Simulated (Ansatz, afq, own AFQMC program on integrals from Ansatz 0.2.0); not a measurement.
# Where AFQMC and coupled cluster stand for B2H2, singlet

```yaml
atoms:
  - { symbol: B, position_ang: [0.0000, 0.0000, 0.7529] }
  - { symbol: B, position_ang: [0.0000, 0.0000, -1.0096] }
  - { symbol: H, position_ang: [0.0000, 1.0240, 1.3765] }
  - { symbol: H, position_ang: [0.0000, -1.0240, 1.3765] }
```

Connectivity, by distances: BH2–B.

Basis cc-pVDZ. Only valence electrons are correlated. Ansatz 0.2.0 and our own AFQMC program on the same integrals; the CISD trial comes from CCSD amplitudes, and released means the phaseless constraint is let go. Uncertainties: one standard error, sampling alone.

Determinant: RHF, the one that the program's search chose, which needn't be the lowest solution. The geometry is a point of a scan.

No full CI on the walks' own integrals is used here; CCSDT(Q) serves as the reference and is uncertain by about the last step of the cluster series.

Cautions: higher spins were not checked; restricted determinant unstable towards unrestricted (UHF 594 meV lower, ⟨S²⟩ 0.86); CCSDT(Q) on the UHF determinant differs (241 meV lower), perhaps since the unrestricted series falls towards higher spin.

* T1 diagnostic: 0.0126
* weight of the determinant in the CISD state: 0.869
* size of the correlated space: 8 electrons in 36 orbitals

Reference: CCSDT(Q), correlation energy -4.873 eV. The released energy is read at 2.40 1/Eh (meV from the phaseless value at times in 1/Eh: 0 ± 12 at 0.24, 8 ± 12 at 0.51, -18 ± 11 at 0.99, -4 ± 15 at 1.62, -18 ± 15 at 2.40).

```tsv
level	E − E(reference) (meV)	share of correlation (%)
HF	4872.7	0.00
MP2	1314.3	73.03
CCSD	143.2	97.06
CCSD(T)	35.3	99.28
CCSDT	6.7	99.86
ph-AFQMC/HF	-129.1 ± 66.3	102.65
ph-AFQMC/CISD	5.6 ± 9.2	99.88
released AFQMC	-12.2 ± 15.3	100.25
```

A walk keeps the symmetry of its determinant, which the program's search chose and which needn't be the lowest solution, so a lower state of the same spin and another symmetry isn't excluded. Released energies are given only where the last usable release times agree within the noise; a slower fall can still hide under it.
